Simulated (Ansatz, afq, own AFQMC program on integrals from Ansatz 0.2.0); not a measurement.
Two steps: Ansatz 0.2.0 writes the Fock matrix and Cholesky factors of the valence space, and afq projects on them the lowest state that overlaps trial and start.

```yaml
crystal:
  periodic: [false, false, false]
  atoms:
    - {symbol: As, position_ang: [0.000000, 0.000000, 0.000000]}
basis:
  gaussian: {orbitals: 6-31G}
total_charge: 1
magnetization: {spin_polarized: true, initial_magnetization: 4}
correlation: {method: ccsd_t, electrons: outside_noble_gas, hamiltonian_folder: ham}
```

```sh
$ ansatz run in.yaml --threads 1 --pin off --events-out ev --progress --plain --max-ram 1382MiB
```

Options of the walk:

```
--method free --trial cisd --walkers 20 --time-step 0.02 --max-blocks 30 --target-error 0.00048 --factor-cut 1e-05 --seed 8771 --times 0.0,0.2,0.4,0.8,1.2 --taylor-order 8
```

Times are imaginary, in 1/Eh. The walk had a cap of 179 s. Filled inner d shells are frozen with the cores.

afq prints:

```
orbitals 15  electrons 4 0  factors 89 of 195
reference energy -2233.35388416 Eh
CCSD correlation -0.00300377 Eh in 5 cycles, weight of the determinant in the CISD state 0.9983
repeat  energy at the last time / Eh  error
    10  -2233.356903  0.000005
    20  -2233.356901  0.000003
    30  -2233.356901  0.000002
time / (1/Eh)  energy / Eh  error  mean overlap
  0.00  -2233.356888  0.000000  1.0017
  0.20  -2233.356893  0.000001  1.0030
  0.40  -2233.356897  0.000002  1.0012
  0.80  -2233.356901  0.000002  0.9994
  1.20  -2233.356901  0.000002  0.9964
energy -2233.356901 +/- 0.000002 Eh
```

The run passed its tests (error under three times the target), which doesn't prove that it has relaxed.

Against this walk (error 0.1 meV) on the same determinant: CCSD(T) 0.0 meV higher (within the noise), CCSDT(Q) 0.1 meV lower (within the noise), full CI 0.1 meV lower (within the noise). The error is statistical, and a free projection of finite length keeps a remainder of its start.

Cautions: remainder of the start not in the error; no relativity below Rb; no spin-orbit coupling; inner d shell frozen; another spin lies lower (by 4.87 eV); so few walkers bias the energy.

The walk took 0.8 s on 1 thread of Arm Neoverse V2 (shared host). The log's last line is the free-projection energy.

CCSDT and higher add their correlation energy to the determinant of the CCSD(T) run, since their own runs factorise the integrals more tightly (a shift of under 2 meV). A walk keeps the symmetry of its determinant, which the program's search chose and which needn't be the lowest solution, so a lower state of the same spin and another symmetry isn't excluded.
